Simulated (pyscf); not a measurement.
Thermochemistry of product channels of H₃Si–SiH₂–SiH₃ on the singlet surface, in eV, from ωB97M-D3(BJ)/def2-TZVP energies (ideal gas, 1 atm, RRHO with modes under 100 cm⁻¹ raised to 100, one conformer, R ln 2 for chiral ones without a mode under 150 cm⁻¹). Single points on ωB97X-D3(BJ)/def2-SVP structures (PySCF, gas phase).

```tsv
products	ΔE	ΔH(298 K)	ΔG(600 K)	ΔG(1200 K)
H₂Si=SiH–SiH₃ + H₂	___	+2.12	+1.34	+0.53
cyclic H₆Si₃ (SMILES [SiH2]1[SiH2][SiH2]1) + H₂	___	+1.63	+1.06	+0.46
```

Problem. Complete the blanks.

Solution. 
- H₂Si=SiH–SiH₃ + H₂, ΔE: +2.23
- cyclic H₆Si₃ (SMILES [SiH2]1[SiH2][SiH2]1) + H₂, ΔE: +1.76

These are energies of the channels, which say nothing of barriers.
